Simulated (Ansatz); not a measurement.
Sb2O3 (Pccn, No. 56) was calculated with HSE06 in Ansatz (plane waves, PAW).

Numerical settings: plane-wave cutoff 500 eV, 4×4×2 k mesh (along the axes of the cell as run), gaussian smearing 0.02 eV, scalar-relativistic PAW data made under PBE.

Cell (relaxed with r²SCAN):

```xyz
20
Lattice="5.0289 0.0000 0.0000 0.0000 5.4384 0.0000 0.0000 0.0000 12.5165" Properties=species:S:1:pos:R:3 pbc="T T T"
Sb     2.7485     0.9710     7.8531
Sb     0.2341     1.7482     4.6634
Sb     2.2803     1.7482     1.5948
Sb     4.7948     0.9710    10.9216
Sb     2.2803     4.4674     4.6634
Sb     4.7948     3.6902     7.8531
Sb     2.7485     3.6902    10.9216
Sb     0.2341     4.4674     1.5948
O      3.7716     0.1329     9.3873
O      1.2572     2.5863     3.1291
O      1.2572     5.3055     3.1291
O      3.7716     2.8521     9.3873
O      3.2791     4.6594     6.9985
O      0.7647     3.4982     5.5179
O      1.7497     3.4982     0.7403
O      4.2642     4.6594    11.7762
O      1.7497     0.7790     5.5179
O      4.2642     1.9402     6.9985
O      3.2791     1.9402    11.7762
O      0.7647     0.7790     0.7403
```

Estimate the band gap that the calculation returns.


* **band gap**: 3.19 eV (on the SCF k mesh)

Note: cell and atoms aren't relaxed at this level (largest force component 0.33 eV/Å, pressure -0.8 GPa).

Spin–orbit coupling is not included.

The computed numbers hold no vibrational or temperature effects.

Ansatz is a quantum-chemistry and plane-wave program.
